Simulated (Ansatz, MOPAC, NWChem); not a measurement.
## CH3O: which of these isomers lies lowest?

2 of its isomers, all doublets with charge 0: A = `C[O]`; B = hydroxymethyl radical `[CH2]O`.

Shapes, held fixed at every level: PBE0-D4/def2-TZVP. Flexible molecules stand in one conformer, not always the lowest. Programs: Ansatz 0.2.0, MOPAC 23.2.5, NWChem 7.3.0. A level may come from different programs for different species; with the same settings they agree closely.

A:

```xyz
5

C    -0.0003    0.0519    0.0138
O     0.9811   -0.8433   -0.2540
H    -0.9487   -0.5082   -0.1081
H    -0.0416    0.8845   -0.7038
H     0.0095    0.4152    1.0521
```

B:

```xyz
5

C    -0.3272   -0.3136    0.0202
O     0.2694    0.9007    0.1202
H    -1.3752   -0.2665   -0.2362
H     0.2743   -1.1796   -0.2300
H     1.2085    0.7853    0.2844
```

Electronic energies in kJ/mol, without zero-point or thermal terms.

(1) Which isomer should be the most stable, and roughly by how much?

## Answers

(1) B < A in rising energy, over a span of 42 kJ/mol, by CCSD(T)/CBS estimate. HF/def2-SVP, HF/def2-TZVPP put A lowest. The B − A difference spans -95.0 to +9.8 kJ/mol over the levels. Open shells run unrestricted unless RO is named. The CBS estimate extrapolates MP2 from def2-TZVPP and def2-QZVPP and adds CCSD(T) − MP2 in the triple-zeta set, cores frozen. PM6 strays far from the other rows. NDDO rows are differences of heats of formation.

| level | kind | B − A |
| --- | --- | --- |
| PM6 | semi-empirical | -95.0 |
| HF/def2-SVP | Hartree–Fock | +9.8 |
| HF/def2-TZVPP | Hartree–Fock | +6.0 |
| r2SCAN-D4/def2-TZVPP | meta-GGA | -32.6 |
| PBE0-D4/def2-TZVPP | global hybrid | -31.6 |
| B2PLYP/def2-TZVPP | double hybrid | -36.3 |
| CCSD(T)/def2-SVP | coupled cluster or CI | -26.9 |
| CCSD/def2-SVP | coupled cluster or CI | -25.7 |
| CCSD(T)/CBS estimate | coupled cluster or CI | -42.5 |
